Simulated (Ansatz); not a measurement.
Input (CCSDT(Q)/cc-pVDZ; Ansatz, a quantum-chemistry and plane-wave program):

Ansatz 0.2 input:
```yaml
crystal:
  periodic: [false, false, false]
  atoms:
    - {symbol: C, position_ang: [0.00214948, 0.86797098, 0.00149051]}
    - {symbol: C, position_ang: [0.75058129, -0.43583539, -0.00746307]}
    - {symbol: C, position_ang: [-0.75273077, -0.43213559, 0.00597256]}
    - {symbol: H, position_ang: [0.01171755, 1.45362880, 0.91078734]}
    - {symbol: H, position_ang: [-0.00451006, 1.45678848, -0.90578946]}
    - {symbol: H, position_ang: [1.25028356, -0.72912596, -0.92080071]}
    - {symbol: H, position_ang: [1.26651116, -0.73228564, 0.89577609]}
    - {symbol: H, position_ang: [-1.25388730, -0.72608269, 0.91830178]}
    - {symbol: H, position_ang: [-1.27011491, -0.72292301, -0.89827503]}
basis:
  gaussian:
    orbitals: cc-pVDZ
magnetization: {spin_polarized: false}
correlation: {method: ccsdt_q, electrons: outside_noble_gas}
```

Output:

```
Functional definition: HF
integrals: 0.07 GiB planned
1386 factors; integrals over basis functions are off by at most 1.7e-7 eV
mean field: 0.20 GiB planned
mean field evaluation 1: about -3183.7635 eV, gradient 2.5e1 eV
mean field evaluation 2: about -3183.7643 eV, gradient 2.5e1 eV
mean field evaluation 4: about -3185.5406 eV, gradient 2.8e0 eV
mean field evaluation 8: about -3185.5628 eV, gradient 4.7e-6 eV
mean field evaluation 16: about -3185.5627 eV, gradient 1.7e-1 eV
mean field -3185.56282221 eV, -117.0672744643 hartree, gradient 8.0e-7 eV, S^2 0.000000; 0 other end points of the search recorded, 0 dependent functions left out
3 core orbitals not correlated
reference -3185.56282221 eV, -117.0672744643 hartree; 9, 9 occupied and 60, 60 virtual orbitals, 1386 factors
second order -11.51581519 eV of doubles, -0.00000000 eV of singles
coupled cluster: 1.68 GiB planned
cycle   1  -12.20980646 eV  change   -6.9e-1 eV  update   8.0e-2
cycle   2  -12.84291914 eV  change   -6.3e-1 eV  update   3.0e-2
cycle   3  -12.97429384 eV  change   -1.3e-1 eV  update   1.1e-2
cycle   4  -12.96133377 eV  change    1.3e-2 eV  update   2.6e-3
cycle   5  -12.96289039 eV  change   -1.6e-3 eV  update   9.6e-4
cycle   6  -12.96359401 eV  change   -7.0e-4 eV  update   2.8e-4
cycle   7  -12.96356886 eV  change    2.5e-5 eV  update   9.9e-5
cycle   8  -12.96358921 eV  change   -2.0e-5 eV  update   2.6e-5
cycle   9  -12.96361110 eV  change   -2.2e-5 eV  update   8.8e-6
cycle  10  -12.96360631 eV  change    4.8e-6 eV  update   2.3e-6
cycle  11  -12.96360390 eV  change    2.4e-6 eV  update   8.1e-7
cycle  12  -12.96360503 eV  change   -1.1e-6 eV  update   2.5e-7
perturbative correction -0.02332621 eV, -0.0008572222 hartree
Total energy: -3198.54975345 eV, -117.5445353842 hartree
```
